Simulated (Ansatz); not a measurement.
Results of r²SCAN in Ansatz (PAW) for hcp Dy.

Settings: plane-wave cutoff 500 eV, 24×24×14 k mesh (along the axes of the cell as run), Fermi–Dirac smearing 0.1 eV, spin-polarised with parallel moments, scalar-relativistic PAW data made under PBE.

Cell (relaxed at this level):

```yaml
crystal:
  lattice:
    - [1.81853, -3.14979, 0.00000]
    - [1.81853, 3.14979, 0.00000]
    - [0.00000, 0.00000, 5.90398]
  atoms:
    - { symbol: Dy, position: [0.33333, 0.66667, 0.25000] }
    - { symbol: Dy, position: [0.66667, 0.33333, 0.75000] }
```

Question: What does this level give for the magnetic moment per atom (the cell's total over its atoms)?

Answer: 
magnetic moment per atom (the cell's total over its atoms): 5.49 μB

Note: the 4f shell is treated without U or exact exchange, so its levels and filling can be wrong; the collinear magnetic order is the start's and need not be the measured one.

Moments are spin moments.

Spin–orbit coupling is not included.

Computed values are for the static lattice.

Cost on a shared machine: very roughly 30 core-minutes.

Ansatz is an electronic-structure program.
